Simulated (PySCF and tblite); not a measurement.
The numbers below are computed, except where a source is named.
System: C₃H₄ClN, numbered as in [H]/[N:5]=[CH:4]\[C:2](=[CH2:1])[Cl:3].

Motion: rotation about the C2–C4 bond (torsion C1–C2–C4–N5 from 180° to 358°, rising). GFN2-xTB gives an electronic barrier of 4.3 kcal/mol and a reaction energy of 0.8 kcal/mol.

(1) What does CAM-B3LYP/pcSseg-1 + D3(BJ) give on PBE0-D3(BJ)/def2-SVP geometries?

(2) And the level of the geometries itself, PBE0-D3(BJ)/def2-SVP?

Programs: tblite and PySCF.

## Answers

(1) A barrier of 6.8 kcal/mol, 2.5 above the tight-binding barrier (from unrounded values), a reaction energy of 3.6 kcal/mol and, with GFN2-xTB thermal terms, ΔG‡(298 K) = 6.8 kcal/mol and k = 1.3×10⁸ s⁻¹ (2 equivalent paths).

(2) 8.1 kcal/mol.
